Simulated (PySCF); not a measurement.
**A workflow on SiH2F2 (SMILES F[SiH2]F)**

We compute a geometry optimisation (PW6B95-D4/DZP), then a single-point energy (BHLYP/pc-1), then the excited states (TDA-CAM-B3LYP/ANO-pVDZ) of SiH2F2. 

The results are computed with PySCF 2.14.0.

1 further run of the same task is left out (for a faulty analytic Hessian).

## (1) The structure to begin with

The species is SiH2F2 (5 atoms), meant as a singlet with charge 0. SMILES: `F[SiH2]F`. Geometry: a rough force-field guess. The run starts from this shape.

Bond lengths: F1–Si2 1.562 Å, Si2–F3 1.572 Å, Si2–H4 1.447 Å, Si2–H5 1.494 Å. Angles: F1–Si2–F3 107.1°, F1–Si2–H4 112.4°, F1–Si2–H5 111.4°, F3–Si2–H4 107.4°, F3–Si2–H5 109.7°, H4–Si2–H5 108.7°.

## (2) A structure relaxation at PW6B95-D4/DZP (run 1)

calc.py

```python
from pyscf import gto, dft
from pyscf.geomopt.geometric_solver import kernel as optimise

mol = gto.M(
    atom=[
    ('F', (-1.049800, 0.517500, 1.007700)),
    ('Si', (-0.014400, -0.009500, -0.035700)),
    ('F', (1.223400, -0.545300, 0.771300)),
    ('H', (-0.531700, -1.110800, -0.818300)),
    ('H', (0.422300, 1.074500, -0.966300)),
],
    max_memory=1860,
    basis='dzp',
    verbose=3,
    charge=0,
    spin=0,
)

myscf = dft.RKS(mol, xc='pw6b95')
myscf.disp = 'd4'
converged, mol_eq = optimise(myscf, maxsteps=100, convergence_set='GAU_TIGHT')
print('converged:', converged)
print(mol_eq.tostring())

myscf.reset(mol_eq)
mol = mol_eq
myscf.kernel()
etot = myscf.e_tot
print(f'total energy: {etot:.8f} hartree')
```

Command:

```bash
OMP_NUM_THREADS=1 python calc.py
```

What it wrote:

```text
convergence_set           GAU_TIGHT
[... 27 lines left out ...]
> Will converge when all 5 criteria are reached:
[... 39 lines left out ...]
converged SCF energy = -490.997803711685
[... 83 lines left out ...]
converged SCF energy = -490.998553420144
[... 84 lines left out ...]
converged SCF energy = -490.998552982578
[... 83 lines left out ...]
converged SCF energy = -490.998552971218
[... 63 lines left out ...]
converged SCF energy = -490.998552959551
[... 54 lines left out ...]
Converged! =D
[... 1 line left out ...]
converged: True
F          -1.11381595        0.55442928        0.96389949
Si         -0.00995398       -0.00581974       -0.09439676
F           1.26818087       -0.53724907        0.76353043
H          -0.59645832       -1.15546979       -0.80581356
H           0.43582191        1.12041899       -0.93380717
converged SCF energy = -490.998552960731
total energy: -490.99855296 hartree
```

It took 82 s on 1 thread of INTEL XEON PLATINUM 8581C at 2.10GHz (Emerald Rapids), shared host; peak memory 0.67 GiB.

The path in brief:

```csv
step,energy from the first frame kept (eV),largest force (eV/Å)
0,0.0000,3.0378
1,-0.1615,1.0609
2,-0.1814,0.1400
3,-0.1819,0.0119
4,-0.1820,0.0087
5,-0.1819,0.0047
6,-0.1819,0.0090
7,-0.1819,0.0158
8,-0.1819,0.0131
9,-0.1819,0.0100
10,-0.1819,0.0062
11,-0.1819,0.0029
12,-0.1819,0.0018
13,-0.1819,0.0099
14,-0.1819,0.0058
15,-0.1819,0.0025
16,-0.1819,0.0027
17,-0.1819,0.0025
18,-0.1819,0.0024
```

After the run. Bond lengths: F1–Si2 1.629 Å, Si2–F3 1.629 Å, Si2–H4 1.474 Å, Si2–H5 1.474 Å. Angles: F1–Si2–F3 107.6°, F1–Si2–H4 108.2°, F1–Si2–H5 108.2°, F3–Si2–H4 108.2°, F3–Si2–H5 108.2°, H4–Si2–H5 116.2°.

## (3) The energy at BHLYP/pc-1 (density fitting with def2-universal-jkfit) (run 3)

calc.py

```python
# F[SiH2]F
from pyscf import gto, dft

mol = gto.Mole()
mol.atom = [
    ('F', (-1.113816, 0.554429, 0.963899)),
    ('Si', (-0.009954, -0.005820, -0.094397)),
    ('F', (1.268181, -0.537249, 0.763530)),
    ('H', (-0.596458, -1.155470, -0.805814)),
    ('H', (0.435822, 1.120419, -0.933807)),
]
mol.verbose = 3
mol.max_memory = 1860
mol.charge = 0
mol.spin = 0
mol.basis = 'pc-1'
mol.build()

mf = dft.RKS(mol, xc='bhandhlyp')
mf = mf.density_fit(auxbasis='def2-universal-jkfit')
mf.kernel()

etot = mf.e_tot
print(f'total energy: {etot:.8f} hartree')
```

Command:

```bash
OMP_NUM_THREADS=1 python calc.py
```

What it wrote:

```text
converged SCF energy = -490.378750299522
total energy: -490.37875030 hartree
```

Wall time 2.4 s (1 thread of INTEL XEON PLATINUM 8581C at 2.10GHz (Emerald Rapids), shared host); peak memory 0.26 GiB.

## (4) The vertical excitations at TDA-CAM-B3LYP/ANO-pVDZ (density fitting with cc-pvtz-jkfit, spin of roots singlet) (run 4)

job.py

```python
from pyscf import gto, dft, tdscf

mol = gto.M(
    atom='''
F       -1.113816       0.554429       0.963899
Si      -0.009954      -0.005820      -0.094397
F        1.268181      -0.537249       0.763530
H       -0.596458      -1.155470      -0.805814
H        0.435822       1.120419      -0.933807
''',
    basis='ano-pvdz',
    verbose=4,
    max_memory=1860,
)

myscf = dft.RKS(mol, xc='cam-b3lyp')
myscf = myscf.density_fit(auxbasis='cc-pvtz-jkfit')
myscf.kernel()

etot = myscf.e_tot
print(f'total energy: {etot:.8f} hartree')

td = myscf.TDA()
td.nstates = 6
td.kernel()
td.analyze()
roots = td.e * 27.211386
osc = td.oscillator_strength()
print('state   eV      nm      f')
for i, (w, f) in enumerate(zip(roots, osc), 1):
    print('%3d %9.4f %8.1f %9.5f' % (i, w, 1239.842 / w, f))
```

Command:

```bash
OMP_NUM_THREADS=1 python job.py
```

What it wrote:

```text
PySCF version 2.14.0

[... 73 lines left out ...]
converged SCF energy = -490.556629695575
total energy: -490.55662970 hartree
[... 25 lines left out ...]
** Transition electric dipole moments (AU) **
[... 8 lines left out ...]
** Transition velocity dipole moments (imaginary part, AU) **
[... 8 lines left out ...]
** Transition magnetic dipole moments (imaginary part, AU) **
state          X           Y           Z
  1         0.1336      0.0220      1.4688
  2         1.5797     -0.7240     -0.1330
  3        -0.6232     -1.3741      0.0773
  4         0.0004      0.0009     -0.0001
  5         0.0500     -0.0229     -0.0039
  6        -0.0002     -0.0002      0.0000
state   eV      nm      f
  1    8.7233    142.1   0.00000
  2    9.1634    135.3   0.01035
  3   10.7894    114.9   0.04263
  4   10.9937    112.8   0.00021
  5   11.1921    110.8   0.02635
  6   11.2367    110.3   0.15296
```

Wall time 21 s (1 thread of INTEL XEON PLATINUM 8581C at 2.10GHz (Emerald Rapids), shared host); peak memory 0.36 GiB.

The roots found:

```csv
excited state,energy (eV),strength
1,8.723,0.0000
2,9.163,0.0103
3,10.789,0.0426
4,10.994,0.0002
5,11.192,0.0263
6,11.237,0.1530
```

## (5) Summary of results

| quantity | value |
| --- | --- |
| run 1, PW6B95-D4/DZP: total energy at the end | -490.99855 Eh |
| run 1, PW6B95-D4/DZP: dipole moment | 1.93 D |
| run 1, PW6B95-D4/DZP: HOMO energy | -10.15 eV |
| run 1, PW6B95-D4/DZP: LUMO energy | 0.50 eV |
| run 1, PW6B95-D4/DZP: HOMO–LUMO gap | 10.65 eV |
| run 1, PW6B95-D4/DZP: dispersion energy | -5.25 kJ/mol |
| run 3, BHLYP/pc-1: total energy | -490.37875 Eh |
| run 3, BHLYP/pc-1: dipole moment | 2.08 D |
| run 3, BHLYP/pc-1: HOMO energy | -11.59 eV |
| run 3, BHLYP/pc-1: LUMO energy | 1.44 eV |
| run 3, BHLYP/pc-1: HOMO–LUMO gap | 13.03 eV |
| run 4, TDA-CAM-B3LYP/ANO-pVDZ: ground-state or mean-field energy | -490.55663 Eh |
| run 4, TDA-CAM-B3LYP/ANO-pVDZ: dipole moment (CAM-B3LYP Kohn–Sham density) | 1.92 D |
| run 4, TDA-CAM-B3LYP/ANO-pVDZ: HOMO energy (CAM-B3LYP Kohn–Sham orbitals) | -11.50 eV |
| run 4, TDA-CAM-B3LYP/ANO-pVDZ: LUMO energy (CAM-B3LYP Kohn–Sham orbitals) | 1.36 eV |
| run 4, TDA-CAM-B3LYP/ANO-pVDZ: HOMO–LUMO gap (CAM-B3LYP Kohn–Sham orbitals) | 12.85 eV |
| run 4, TDA-CAM-B3LYP/ANO-pVDZ: lowest singlet excitation energy | 8.72 eV |

What this shows: The optimisation (run 1, PW6B95-D4/DZP) took 18 steps and changed the energy by -0.182 eV. Mulliken charges (run 3, BHLYP/pc-1) run from -0.48 on F1 to +1.26 on Si2; they depend strongly on the basis. The brightest of the 6 transitions from the ground state lies at 11.24 eV (110 nm, f = 0.153); the lowest, at 8.72 eV, has f = 0.000. The basis has no diffuse functions, so Rydberg states are missing or pushed up, and the true lowest state may lie lower.
